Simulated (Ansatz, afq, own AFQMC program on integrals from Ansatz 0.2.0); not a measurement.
**CH$_{2}$Ge⁺, quartet: AFQMC among the cluster methods**

```yaml
atoms:
  - { symbol: Ge, position_ang: [0.0000, -0.0446, 0.2902] }
  - { symbol: C, position_ang: [0.0000, 0.1823, -1.6010] }
  - { symbol: H, position_ang: [0.0000, 1.5086, 0.6403] }
  - { symbol: H, position_ang: [0.0000, -0.4689, -2.4762] }
```

Connectivity, by distances: GeH–CH.

Basis cc-pVDZ. Only valence electrons are correlated. AFQMC by an in-house program on the Cholesky factors that Ansatz 0.2.0 writes for its CCSD(T) run. The CISD trial takes its coefficients from CCSD amplitudes. Released means that phaseless walkers are propagated on without the constraint, phases kept. ± is one standard error of the sampling. No spin–orbit coupling.

Determinant: UHF, the one that the program's search chose, which needn't be the lowest solution. The geometry is a PBE0/def2-TZVP stationary point of this or a neighbouring charge and spin state.

No full CI on the walks' own integrals is used here; CCSDT(Q) serves as the reference and is uncertain by about the last step of the cluster series.

Cautions: no relativity below Rb; no spin-orbit coupling; inner d shell frozen; lower spins were not checked.

```
T1 diagnostic                               : 0.0257
weight of the determinant in the CISD state : 0.898
⟨S²⟩ of the determinant                     : 3.775
size of the correlated space                : 9 electrons in 36 orbitals
```

**Question.** Estimate: order these by the size of their error in total energy against CCSDT(Q), smallest first.
A. CCSD(T)
B. AFQMC with the constraint released
C. MP2
D. CCSD

**Answer.** B (1.4 ± 0.9 kJ/mol), A (3.9 kJ/mol), D (16.1 kJ/mol), C (101.3 kJ/mol).

Reference: CCSDT(Q), correlation energy -4.763 eV. The released energy is read at 1.50 1/Eh (meV from the phaseless value at times in 1/Eh: -3 ± 8 at 0.24, -11 ± 10 at 0.50, -3 ± 9 at 1.00, -14 ± 9 at 1.50).

A walk keeps the symmetry of its determinant, which the program's search chose and which needn't be the lowest solution, so a lower state of the same spin and another symmetry isn't excluded. Released energies are given only where the last usable release times agree within the noise; a slower fall can still hide under it.
